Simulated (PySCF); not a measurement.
Structure with atom numbers: `[CH3:1]/[N:2]=[CH:3]/[C:4]#[N:5]` (H(Xn): hydrogen on atom n).

Geometry: PBE0-D3(BJ)/def2-SVP; GIAO absolute shieldings from PySCF, gas phase, non-relativistic, averaged over equivalent atoms.

At PBE0/pcSseg-1 (105 basis functions, 5.6 s wall time on 1 thread of an Arm Neoverse V1, shared host):
```tsv
atoms	σ (ppm)
C3	43.0
C4	64.2
C1	131.4
N2	-184.5
N5	-53.1
H(C3)	24.15
H(C1)	27.52
```

What do these become at B3LYP/pcSseg-2?

## Answers


| atoms | σ at B3LYP/pcSseg-2 | change |
| --- | --- | --- |
| C3 | 34.7 | -8.3 |
| C4 | 57.3 | -6.9 |
| C1 | 124.6 | -6.8 |
| N2 | -192.9 | -8.4 |
| N5 | -56.0 | -2.9 |
| H(C3) | 23.97 | -0.18 |
| H(C1) | 27.69 | +0.17 |

The largest change is at N2 (imine nitrogen). Cost: 236 basis functions, 17 s wall time on 1 thread of an Arm Neoverse V1, shared host. The order of the carbon signals is the same at both levels.
